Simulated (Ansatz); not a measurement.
[SiH3]+ (SMILES [SiH3+]): the energy, rung by rung

The species is [SiH3]+ (4 atoms), meant as a singlet with charge +1. As SMILES, `[SiH3+]`. Geometry: relaxed at PBE0-D4/def2-TZVP.

```csv
atom,x (Å),y (Å),z (Å)
Si,0.0000,0.0000,0.0000
H,0.6869,0.6754,1.1130
H,-0.1184,-1.4672,-0.0099
H,-0.5685,0.7917,-1.1031
```

Each level gives the energy change with the Si1–H3 bond stretched from 1.472 to 1.840 Å (eV). The values are calculated.

| level | kind | program | value (eV) | less CCSDT/6-31G* | CPU time (all runs) |
| --- | --- | --- | --- | --- | --- |
| HF/6-31G* (spherical functions) (restricted) | Hartree–Fock | Ansatz | 1.03 | +0.24 | 0.3 s |
| SVWN5/6-31G* (spherical functions) (restricted) | LDA | Ansatz | 0.69 | -0.10 | 1.1 s |
| PBE/6-31G* (spherical functions) (restricted) | GGA | Ansatz | 0.72 | -0.07 | 1.7 s |
| BHLYP/6-31G* (spherical functions) (restricted) | global hybrid | Ansatz | 0.93 | +0.14 | 1.7 s |
| wB97X/6-31G* (spherical functions) (restricted) | range-separated hybrid | Ansatz | 0.89 | +0.10 | 7.5 s |
| B2PLYP/6-31G* (spherical functions) (restricted) | double hybrid | Ansatz | 0.87 | +0.08 | 2.3 s |
| MP2/6-31G* (spherical functions) (restricted) | perturbation theory | Ansatz | 0.90 | +0.11 | 0.32 s |
| CCSDT/6-31G* (spherical functions) (restricted) | coupled cluster or CI | Ansatz | 0.79 | 0.00 | 0.87 s |
| FCI/3-21G | exact in the basis | Ansatz | 0.65 | -0.14 | 0.98 s |

CCSDT/6-31G* (spherical functions) (restricted) is the highest level here, not the true value. The first shape isn't each level's own minimum. The values span 0.65 to 1.03 eV. High-level rows in very small sets aren't better than simpler rows in larger ones. In so small a basis fixed costs decide the times, and correlated methods can beat functionals. CPU times are rough (shared hosts, several kinds of processor and program).
